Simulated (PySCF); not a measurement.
# BH2F: electronic excitations at several levels of theory

How much do the electronic excitations of BH2F (`BF`) depend on the level of theory, and what does each level cost?

Computed with PySCF 2.14.0, with density-fitted response routines of our own, on a single molecule in the gas phase. Atoms count from 0, in the outputs and in this text.

## (1) The starting structure

4 atoms, charge 0, multiplicity 1; geometry from: GFN2-xTB.

Bonds of the start (Å): B0–F1 1.31, B0–H2 1.17, B0–H3 1.17.

## (2) Optimising the geometry at PBE0-D3(BJ)/def2-SVP

What the job is given:

```
{"job": {"xc": "PBE0", "basis": "def2-SVP", "d3": "d3bj", "grid": 1, "kind": "geom"}, "charge": 0, "multiplicity": 1}
B     -0.048460     0.012900    -0.217060
F      1.204140    -0.216800    -0.502890
H     -0.526880     1.001060    -0.627190
H     -0.608330    -0.787610     0.429800
```

The program printed:

```text
step   0  E = -125.68794012  max force = 0.015953
step   1  E = -125.68939419  max force = 0.000950
step   2  E = -125.68937526  max force = 0.002090
step   3  E = -125.68939446  max force = 0.000654
step   4  E = -125.68939902  max force = 0.000294
optimisation converged
```

Wall time 3 s (1 thread, shared host).

Relaxation path:

```csv
step,energy from step 0 (eV),largest force component (eV/Å)
0,0.0000,0.8203
1,-0.0396,0.0489
2,-0.0391,0.1075
3,-0.0396,0.0336
4,-0.0397,0.0151
```

Close pairs (by a distance rule), those that changed most:

```csv
bond,before (Å),after (Å),change (Å)
B0–H3,1.172,1.209,+0.038
B0–H2,1.172,1.209,+0.037
B0–F1,1.305,1.316,+0.011
```

The end geometry stands in the next job.

```csv
at the end point,value
point group (found at 0.08 Å tolerance),C2v
"rotational constants (GHz, main isotopes)","219.1, 32.063, 27.970"
dipole moment (D),0.58
```

## (3) Ultraviolet spectrum: PBE0/aug-cc-pVDZ

What the job is given:

```
{"job": {"kind": "uv", "xc": "PBE0", "basis": "aug-cc-pVDZ"}, "charge": 0, "multiplicity": 1}
B     -0.040213     0.010257    -0.219499
F      1.225993    -0.217045    -0.497632
H     -0.536571     1.027682    -0.644841
H     -0.628739    -0.811344     0.444632
```

Method: TDDFT PBE0/aug-cc-pVDZ, vertical, gas phase, core orbitals frozen in the response.

The program printed:

```text
coarse grid: 3416 points
cycle   1  E = -125.7693823304  dE = -8.803e-03  |g| = 3.736e-01  |ddm| = 4.635e+00
cycle   2  E = -125.7332306323  dE =  3.615e-02  |g| = 6.106e-01  |ddm| = 1.203e+00
cycle   3  E = -125.7935755616  dE = -6.034e-02  |g| = 1.366e-02  |ddm| = 6.431e-01
cycle   4  E = -125.7936150351  dE = -3.947e-05  |g| = 3.261e-03  |ddm| = 5.325e-02
cycle   5  E = -125.7936170729  dE = -2.038e-06  |g| = 5.511e-04  |ddm| = 7.252e-03
final grid: 33560 points
cycle   6  E = -125.7959486728  dE = -1.824e-05  |g| = 1.913e-03  |ddm| = 7.116e-02
cycle   7  E = -125.7959493459  dE = -6.731e-07  |g| = 1.280e-03  |ddm| = 1.047e-02
cycle   8  E = -125.7959497333  dE = -3.874e-07  |g| = 3.441e-04  |ddm| = 3.578e-03
cycle   9  E = -125.7959497517  dE = -1.836e-08  |g| = 7.273e-05  |ddm| = 4.974e-04
cycle  10  E = -125.7959497526  dE = -9.446e-10  |g| = 6.272e-06  |ddm| = 1.089e-04
converged SCF energy = -125.7959497526

Static polarisability (au): isotropic 16.994, principal 14.198 18.223 18.562

Singlet excitations
state   eV       nm        f      main configurations
  1   5.9817    207.3   0.00000   H->L 0.99
  2   8.5239    145.5   0.05273   H->L+1 0.97
  3   8.8542    140.0   0.03609   H->L+2 0.98
  4   9.2735    133.7   0.01028   H->L+3 0.99
  5   9.5615    129.7   0.00000   H->L+4 0.98
  6   9.7717    126.9   0.08710   H-1->L 0.96
  7  10.2654    120.8   0.00000   H-3->L 0.98
  8  10.4516    118.6   0.04923   H->L+6 0.98
  9  10.5024    118.1   0.02304   H->L+5 0.92
 10  10.8475    114.3   0.07254   H-2->L 0.87

Triplet excitations (Tamm-Dancoff, eV): 5.2734 8.1593 8.3051 8.6124
```

It took 2.4 s on 1 thread, shared host.

Frontier orbitals and where they lie:

| orbital | eV | atoms |
| --- | --- | --- |
| HOMO−3 | -13.71 | F1 75 %, B0 17 %, H2 4 % |
| HOMO−2 | -13.29 | F1 88 %, B0 11 % |
| HOMO−1 | -12.68 | B0 38 %, H3 22 %, H2 22 % |
| HOMO | -9.30 | B0 42 %, F1 21 %, H2 18 % |
| LUMO | -1.28 | B0 70 %, F1 12 %, H3 9 % |
| LUMO+1 | 0.42 | H3 36 %, H2 36 %, B0 24 % |
| LUMO+2 | 0.71 | B0 78 %, H3 9 %, H2 9 % |

With each of the 10 states as a Gaussian band of 0.4 eV half-width at 1/e, the curve within the window shown has maxima at 143 nm (ε 3,100), 126 nm (ε 3,800), 116 nm (ε 4,700) L/(mol cm). Beyond the last state computed it falls off for lack of states. The curve at chosen wavelengths:

```tsv
nm	ε (L/mol/cm)
111	1839
116	4698
121	3269
125	3621
130	2771
135	1698
140	2740
144	3056
149	1827
154	515
159	73
163	10
168	1
173	0
178	0
182	0
187	0
192	0
197	0
201	0
206	0
211	0
216	0
220	0
225	0
230	0
```

Ground-state properties from the same run:

```csv
property,computed
dipole moment (D),0.72
polarisability (Å³),2.52
HOMO–LUMO gap (eV),8.02
−ε(HOMO) (eV),9.30
```

## (4) Ultraviolet spectrum: PBE0/aug-cc-pVTZ

What the job is given:

```
{"job": {"kind": "uv", "xc": "PBE0", "basis": "aug-cc-pVTZ"}, "charge": 0, "multiplicity": 1}
B     -0.040213     0.010257    -0.219499
F      1.225993    -0.217045    -0.497632
H     -0.536571     1.027682    -0.644841
H     -0.628739    -0.811344     0.444632
```

With the program's defaults for keys left out, this is: TDDFT PBE0/aug-cc-pVTZ, vertical, gas phase, core orbitals frozen in the response.

The program printed:

```text
coarse grid: 3416 points
cycle   1  E = -125.8083568399  dE = -1.732e-02  |g| = 4.220e-01  |ddm| = 3.649e+00
cycle   2  E = -125.7641352630  dE =  4.422e-02  |g| = 7.050e-01  |ddm| = 1.057e+00
cycle   3  E = -125.8363026976  dE = -7.217e-02  |g| = 1.190e-02  |ddm| = 6.198e-01
cycle   4  E = -125.8363358613  dE = -3.316e-05  |g| = 3.398e-03  |ddm| = 2.614e-02
cycle   5  E = -125.8363380920  dE = -2.231e-06  |g| = 2.292e-04  |ddm| = 4.708e-03
final grid: 33560 points
cycle   6  E = -125.8361268140  dE = -5.555e-05  |g| = 3.761e-03  |ddm| = 8.283e-02
cycle   7  E = -125.8361258142  dE =  9.998e-07  |g| = 4.587e-03  |ddm| = 8.865e-03
cycle   8  E = -125.8361286206  dE = -2.806e-06  |g| = 6.664e-04  |ddm| = 4.623e-03
cycle   9  E = -125.8361286944  dE = -7.385e-08  |g| = 8.870e-05  |ddm| = 1.027e-03
cycle  10  E = -125.8361286964  dE = -1.964e-09  |g| = 4.702e-06  |ddm| = 1.878e-04
cycle  11  E = -125.8361286964  dE = -3.695e-12  |g| = 7.283e-07  |ddm| = 6.247e-06
converged SCF energy = -125.8361286964

Static polarisability (au): isotropic 17.212, principal 14.544 18.332 18.761

Singlet excitations
state   eV       nm        f      main configurations
  1   6.0102    206.3   0.00000   H->L 0.99
  2   8.4714    146.4   0.05117   H->L+1 0.96
  3   8.8191    140.6   0.02277   H->L+2 0.95
  4   9.2047    134.7   0.01205   H->L+3 0.99
  5   9.4727    130.9   0.00000   H->L+4 0.98
  6   9.7597    127.0   0.08538   H-1->L 0.96
  7  10.2168    121.4   0.02273   H->L+5 0.97
  8  10.2663    120.8   0.00000   H-3->L 0.98
  9  10.4310    118.9   0.01140   H->L+6 0.93
 10  10.7008    115.9   0.18265   H->L+7 0.94

Triplet excitations (Tamm-Dancoff, eV): 5.2984 8.1712 8.2700 8.6009
```

It took 5.3 s on 1 thread, shared host.

Key values: HOMO -9.32 eV, LUMO -1.26 eV; lowest singlet 6.01 eV.

## (5) TDDFT and polarisability: PBE0/def2-TZVPD

What the job is given:

```
{"job": {"kind": "uv", "xc": "PBE0", "basis": "def2-TZVPD"}, "charge": 0, "multiplicity": 1}
B     -0.040213     0.010257    -0.219499
F      1.225993    -0.217045    -0.497632
H     -0.536571     1.027682    -0.644841
H     -0.628739    -0.811344     0.444632
```

Method: TDDFT PBE0/def2-TZVPD, vertical, gas phase, core orbitals frozen in the response.

The program printed:

```text
coarse grid: 3416 points
cycle   1  E = -125.8108542537  dE = -1.645e-02  |g| = 4.267e-01  |ddm| = 1.282e+00
cycle   2  E = -125.7646030656  dE =  4.625e-02  |g| = 7.129e-01  |ddm| = 4.573e-01
cycle   3  E = -125.8395371487  dE = -7.493e-02  |g| = 1.260e-02  |ddm| = 2.727e-01
cycle   4  E = -125.8395741078  dE = -3.696e-05  |g| = 3.261e-03  |ddm| = 1.187e-02
cycle   5  E = -125.8395762012  dE = -2.093e-06  |g| = 2.058e-04  |ddm| = 3.082e-03
final grid: 33560 points
cycle   6  E = -125.8410101748  dE = -4.968e-05  |g| = 3.840e-03  |ddm| = 2.127e-02
cycle   7  E = -125.8410089729  dE =  1.202e-06  |g| = 4.829e-03  |ddm| = 3.382e-03
cycle   8  E = -125.8410121609  dE = -3.188e-06  |g| = 6.267e-04  |ddm| = 1.900e-03
cycle   9  E = -125.8410122303  dE = -6.940e-08  |g| = 8.225e-05  |ddm| = 3.865e-04
cycle  10  E = -125.8410122321  dE = -1.719e-09  |g| = 5.652e-06  |ddm| = 6.142e-05
cycle  11  E = -125.8410122321  dE = -3.979e-12  |g| = 7.961e-07  |ddm| = 3.742e-06
converged SCF energy = -125.8410122321

Static polarisability (au): isotropic 17.173, principal 14.532 18.259 18.728

Singlet excitations
state   eV       nm        f      main configurations
  1   6.0203    205.9   0.00000   H->L 0.99
  2   8.5851    144.4   0.05118   H->L+1 0.97
  3   9.2737    133.7   0.02462   H->L+2 0.97
  4   9.7735    126.9   0.08508   H-1->L 0.96
  5  10.2708    120.7   0.00000   H-3->L 0.99
  6  10.3474    119.8   0.05995   H->L+3 0.94
  7  10.7435    115.4   0.24296   H->L+4 0.99
  8  10.7865    114.9   0.01318   H-2->L 0.84
  9  11.0865    111.8   0.00000   H->L+6 0.97
 10  11.2168    110.5   0.00016   H->L+5 0.98

Triplet excitations (Tamm-Dancoff, eV): 5.3097 8.1771 8.3618 8.9341
```

It took 3.5 s on 1 thread, shared host.

This run: HOMO -9.32 eV, LUMO -1.22 eV; lowest singlet 6.02 eV.

## (6) TDDFT and polarisability: PBE0/6-31+G*

What the job is given:

```
{"job": {"kind": "uv", "xc": "PBE0", "basis": "6-31+G*"}, "charge": 0, "multiplicity": 1}
B     -0.040213     0.010257    -0.219499
F      1.225993    -0.217045    -0.497632
H     -0.536571     1.027682    -0.644841
H     -0.628739    -0.811344     0.444632
```

With the program's defaults for keys left out, this is: TDDFT PBE0/6-31+G*, vertical, gas phase, core orbitals frozen in the response.

The program printed:

```text
coarse grid: 3416 points
cycle   1  E = -125.7665719689  dE = -1.947e-02  |g| = 3.634e-01  |ddm| = 1.491e+00
cycle   2  E = -125.7332359939  dE =  3.334e-02  |g| = 5.907e-01  |ddm| = 5.179e-01
cycle   3  E = -125.7895110486  dE = -5.628e-02  |g| = 1.186e-02  |ddm| = 3.184e-01
cycle   4  E = -125.7895428440  dE = -3.180e-05  |g| = 2.602e-03  |ddm| = 1.205e-02
cycle   5  E = -125.7895442912  dE = -1.447e-06  |g| = 5.155e-04  |ddm| = 2.901e-03
final grid: 33560 points
cycle   6  E = -125.7893960281  dE = -1.300e-05  |g| = 1.830e-03  |ddm| = 1.169e-02
cycle   7  E = -125.7893967313  dE = -7.033e-07  |g| = 1.092e-03  |ddm| = 3.259e-03
cycle   8  E = -125.7893970982  dE = -3.669e-07  |g| = 1.033e-04  |ddm| = 1.125e-03
cycle   9  E = -125.7893970990  dE = -8.012e-10  |g| = 7.869e-05  |ddm| = 9.248e-05
cycle  10  E = -125.7893971000  dE = -9.661e-10  |g| = 5.470e-06  |ddm| = 4.488e-05
converged SCF energy = -125.7893971000

Static polarisability (au): isotropic 14.430, principal 9.868 16.629 16.793

Singlet excitations
state   eV       nm        f      main configurations
  1   6.0855    203.7   0.00000   H->L 0.99
  2   8.7241    142.1   0.03403   H->L+1 0.99
  3   9.0935    136.3   0.04974   H->L+2 0.99
  4   9.6157    128.9   0.02031   H->L+3 0.99
  5   9.8930    125.3   0.11401   H-1->L 0.96
  6   9.9858    124.2   0.00000   H->L+4 0.98
  7  10.3290    120.0   0.00000   H-3->L 0.98
  8  10.8964    113.8   0.04762   H-2->L 0.94
  9  12.3925    100.0   0.12329   H-1->L+1 0.82, H-1->L+2 0.15
 10  12.5018     99.2   0.05146   H-2->L+1 0.94

Triplet excitations (Tamm-Dancoff, eV): 5.4556 8.3537 8.5270 8.8295
```

It took 1.6 s on 1 thread, shared host.

This run: HOMO -9.34 eV, LUMO -1.20 eV; lowest singlet 6.09 eV.

## (7) Comparing the runs: electronic excitations

Excitations and ground-state properties, with basis size and wall time:

```csv
run,lowest singlet (eV),brightest (eV),f,gap (eV),α (Å³),μ (D),functions,time
PBE0/aug-cc-pVDZ,5.98,9.77,0.087,8.02,2.52,0.72,64,2.4 s
PBE0/aug-cc-pVTZ,6.01,10.70,0.183,8.05,2.55,0.73,138,5.3 s
PBE0/def2-TZVPD,6.02,10.74,0.243,8.09,2.54,0.73,95,3.5 s
PBE0/6-31+G*,6.09,12.39,0.123,8.14,2.14,0.78,40,1.6 s
```

## (8) Summary of results

| quantity | value |
| --- | --- |
| point group | C2v |
| rotational constants (main isotopes) | 219.10, 32.06, 27.97 GHz |
| lowest singlet (PBE0/aug-cc-pVDZ) | 5.98 eV (207 nm), f = 0.000 |
| brightest single state of those computed | state 6, 9.77 eV, f = 0.087 |
| lowest triplet | 5.27 eV |
| range of the lowest singlet | 5.98 to 6.09 eV |

**Reading.** Single values in the summary come from the first run of each kind that ended normally (PBE0/aug-cc-pVDZ), which need not be the best level. Over 4 steps the energy fell by 0.040 eV; of the close pairs, B0–H3 changed most, 1.172 to 1.209 Å. No frequency check was run at this level, so the end point may be a saddle. The lowest singlet, at 5.98 eV, is HOMO→LUMO 0.99 and is dark; of the 10 states computed, the strongest absorption comes from state 6 at 9.77 eV (the last state computed is bright too, and its partners may lie past the list). The lowest triplet lies 0.71 eV below the lowest singlet (triplets in Tamm-Dancoff, singlets in full TDDFT). States above −ε(HOMO) lie where TDDFT describes them poorly and they hang on the basis; the brightest is among them. The lowest singlet runs from 5.98 eV (PBE0/aug-cc-pVDZ) to 6.09 eV (PBE0/6-31+G*), while the orbital gap spans 8.02 to 8.14 eV. The lowest state need not be the same one in every run. The runs solved for a few states only, so the brightest column depends on that window.
